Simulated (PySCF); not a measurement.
C4H7NO (charge +1 and doublet state).
SMILES with atom numbers: `[CH3:1]/[N:2]=[C:3](/[CH3:4])[CH:5]=[O+:6]` (hydrogens: H7, H8, H9 on C1; H10, H11, H12 on C4; H13 on C5)

Geometry (GFN2-xTB, Å), atoms numbered from 1 in this order:
```
atom  x, y, z in Å
C1     1.9557    0.5091    0.1095
N2     0.8742   -0.3252    0.2086
C3    -0.3524   -0.2667    0.0300
C4    -1.3113   -1.3680    0.2218
C5    -0.9406    1.0874   -0.4395
O6    -0.2743    2.0438   -0.6301
H7     2.6732    0.0966   -0.6080
H8     2.4469    0.5921    1.0850
H9     1.6546    1.5251   -0.2280
H10   -2.0670   -1.0875    0.9566
H11   -1.8315   -1.5830   -0.7129
H12   -0.7987   -2.2656    0.5592
H13   -2.0333    1.0424   -0.5698
```

The hyperfine couplings belong to this conformer and change with its torsions.

Computed, not measured: PySCF, UKS B3LYP, pcH-1 on C H N O, non-relativistic, mean-field spin-orbit, GIAO. Isolated species at its GFN2-xTB geometry (one conformer only). The geometry wasn't refined by DFT: couplings that depend on bond lengths, twists or pyramidal angles can differ widely from those at the functional's own minimum, by a factor of two or more for some ions and for spin on atoms past the first row. Stability of the SCF solution: not tested.

Problem. The isotropic 13C couplings are -47.5, +29.0, +21.3, -17.9 MHz. Assign them to C1; C3; C4; C5.

Solution. 
```
site  a_iso (MHz)  ρ(0) (bohr⁻³)         position  distance from N2 (Å)  spin population  largest |T| (MHz)
  C1        -17.9        -0.0159   1 bond from N2                  1.37            +0.02               20.4
  C3        -47.5        -0.0422   1 bond from N2                  1.24            -0.05               23.2
  C4        +29.0        +0.0258  2 bonds from N2                  2.42            +0.05               11.7
  C5        +21.3        +0.0190  2 bonds from N2                  2.39            +0.04               19.6
```

Problem. Match the computed a_iso(1H) values +164.0, +109.3, -6.3 MHz (means over equivalent nuclei) with the sites H7/H8/H9; H10/H11/H12; H13.

Solution. 
```csv
site,a_iso (MHz),ρ(0) (bohr⁻³),position,distance from N2 (Å),bound to,spin population there,largest |T| (MHz)
H7/H8/H9,+109.3,+0.0245,2 bonds from N2,2.03,C1,+0.02,12.9
H10/H11/H12,-6.3,-0.0014,3 bonds from N2,2.95,C4,+0.05,5.1
H13,+164.0,+0.0367,3 bonds from N2,3.31,C5,+0.04,7.8
```

ρ(0) is the spin density at the nucleus and T the dipolar tensor; entries for several nuclei are means. The largest Mulliken spin populations are on N2 (+0.60), O6 (+0.16), H9 (+0.08) and H13 (+0.07).

Class means assume fast exchange of nuclei equivalent by connectivity; if that motion is slow, each nucleus keeps its own coupling. The three 1H nuclei of mean +109.3 MHz run from 40.4 to 246.2 MHz in the frozen geometry. The three 1H nuclei of mean -6.3 MHz run from -8.8 to -1.3 MHz in the frozen geometry.

The SMILES `C/N=C(/C)C=[O+]` draws the unpaired electron on O6, whose computed spin population is only +0.16.

On Arm Neoverse V2, one thread, shared host with 96 logical CPUs at a one-minute load of 20, this took 28 s of wall time (with the writing of density and orbital grids) and 0.86 GiB of memory at its peak.
